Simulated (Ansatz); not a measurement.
**How far each method lies from full CI for H2O, singlet**

Geometry: a point of a stretch scan, not a stationary point.

```xyz
3

O     0.0000   -0.1453    0.1043
H     0.0000    1.8677   -2.5219
H     0.0000    0.4384    0.8659
```

Basis cc-pVDZ; Ansatz 0.2.0. Only valence electrons are correlated (noble-gas cores frozen), which leaves 8 electrons in 23 orbitals. R marks a restricted (for open shells ROHF) determinant, U an unrestricted one.

Full CI is exact within this basis and frozen core; it isn't the basis-set limit. The frozen core follows each run's orbitals, which can shift R against U totals by a few meV.

Unrestricted rows (U) aren't spin-pure: their determinants' ⟨S²⟩ exceeds S(S+1) by up to 1.00, so they mix in states of higher spin.

The UHF ⟨S²⟩ is 1.003. The T1 diagnostic (RCCSD) is 0.0407 and the largest doubles amplitude (RCCSD) is 0.831.

Task: From what is known of these methods and the diagnostics, rank them by the size of their error in total energy against full CI in cc-pVDZ, smallest first (an estimate: the text doesn't fix the numbers).
A. RMP2
B. CISD
C. RCCSD(T)
D. UCCSDT
E. RHF

Result: D (1.2 kJ/mol), C (35.0 kJ/mol), A (108.2 kJ/mol), B (189.8 kJ/mol), E (1056.6 kJ/mol).

All errors are against full CI in cc-pVDZ. Below it: RCCSD(T). Within each family the higher level lies nearer, as is usual though not guaranteed.

The program itself flagged as in doubt: RCCSD(T).

The full-CI state has the irrep A' of Cs, in the program's axes.

Its occupations show that no single determinant describes this state well.

Natural occupations of full CI about the gap: 1.982 1.974 1.963 1.078 0.916 0.029 0.017 0.010 0.007 0.005; effectively unpaired electrons, Σ n²(2−n)², 1.99.
